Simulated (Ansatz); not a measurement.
Program: Ansatz. Geometries: PBE0-D4/def2-TZVP. ΔE: electronic, gas phase. CBS: MP2 limit from def2 TZ/QZ plus the TZ coupled-cluster correction, frozen cores. Functionals use def2-TZVPP.

Reaction (isomerisation): `C=C1CCS1` → `C1=CSCC1`

```
   species  RPA@PBE/def2-TZVPP energy (Eh)
`C=C1CCS1`                      -553.83694
`C1=CSCC1`                      -553.85981
```

(1) Work out ΔE.

Largest T1 diagnostic among the species: 0.012.

Results:

(1) ΔE = (-553.85981) − (-553.83694) = -0.02287 Eh = -60.0 kJ/mol. CCSD(T)/CBS gives -65.0 kJ/mol.

Leaving LDA and LC-ωPBE aside and taking each functional with its dispersion term where it has one, the values, not all of them listed here, spread over 11.1 kJ/mol, from PBE-QIDH to BLYP-D4. LDA lies −9.5 kJ/mol from PBE without D4. From BLYP to BHLYP (50 % exact exchange), in def2-TZVPP and without D4, ΔE moves by −9.5 kJ/mol.
